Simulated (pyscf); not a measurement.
Structures and frequencies: ωB97X-D3(BJ)/def2-SVP in PySCF. Correlated levels are frozen-core, on RHF or UHF. ΔMP2 is the change of the MP2 total energy from the triple- to the quadruple-zeta basis.

**Question.** How much does it cost (ΔH, 298 K, CCSD(T)/def2-TZVPP + ΔMP2(QZVPP)) to split O=P–OH at its O–P bond into O=P• + OH•?

**Answer.** O–P to O=P• + OH•: 110.3 kcal/mol. The radicals are drawn with the spin at the cut bond; how far it spreads was not checked. The CCSD(T) − MP2 part came from Ansatz, without density fitting, on the same reference. Left out: the spin-orbit lowering of OH. The term symbol of open-shell O=P• was not checked; spin-orbit terms are left out.
